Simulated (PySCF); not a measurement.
AlN at UHF

Computed with UHF; PySCF, no relativity, basis sets Al def2-SVPD, N def2-SVPD.

* state: ³Σ⁻ (triplet), unpaired electrons π ↑↑
* bond length: 3.635 bohr
* harmonic wavenumber: 651 cm⁻¹
* force constant: 2.30 mdyn/Å
* rotational constant Be: 0.4941 cm⁻¹
* anharmonicity ωexe: 4.30 cm⁻¹
* vibration–rotation constant αe: 0.00456 cm⁻¹
* well depth De to Al + N: 24.7 kcal/mol
* dissociation energy D0: 23.7 kcal/mol
* bond order (Mayer): 0.83
* dipole moment (positive dipole means Al(−)N(+)): -1.42 D

Hartree–Fock leaves out correlation, which carries a large part of most bond energies and some tenths to 1 eV of ionisation energies. The state is the lowest determinant that a PBE0 search found; another state may lie lower at other levels.
